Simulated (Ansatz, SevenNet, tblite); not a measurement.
**How well does each level of theory give the Voigt–Reuss–Hill shear modulus of wurtzite CdS?**

Reference value: 17.1 GPa (measured, temperature not stated, no zero-point or thermal correction, Hill average of measured single-crystal constants; as tabulated in Oses et al. (2018), arXiv:1811.08464).

### Question
What do GFN1-xTB, SevenNet-l3i5, PBE, B3LYP (VWN-RPA form), Hartree–Fock give, and how far is each from the reference?

### Answer

```tsv
level (code)	value (GPa)	cell (Å³/atom)	difference (%)
GFN1-xTB (tblite)	9.4	27.19	-45
SevenNet-l3i5 (SevenNet)	15.1	26.23	-11.7
PBE (Ansatz)	17.3	26.03	+1.2
B3LYP (VWN-RPA form) (Ansatz)	19.3	26.63	+12.9
Hartree–Fock (Ansatz)	20.6	27.52	+20
```

The reference's temperature isn't stated, so close values are not ranked against it. Off by more than 25 % (a bound picked here): GFN1-xTB (-45 %).

The reference has no zero-point or thermal correction, while the calculations are for a static lattice, so the differences are not the levels' errors alone. A static lattice is as a rule stiffer than a warm one, by over a tenth in soft solids.  GFN1-xTB: the method was fitted mainly to molecules. GFN1-xTB: the run uses a supercell at the zone centre in place of a k mesh. Each level is taken at its own relaxed cell. K meshes differ between the levels. Ansatz's density-functional and Hartree–Fock values are scalar-relativistic unless marked +SOC, with PAW data made under PBE.

Machine-learned potentials (SevenNet-l3i5) are trained on DFT data, which may include these solids.

Differences are worked out from the printed values.

Ansatz is a program for electronic structure.
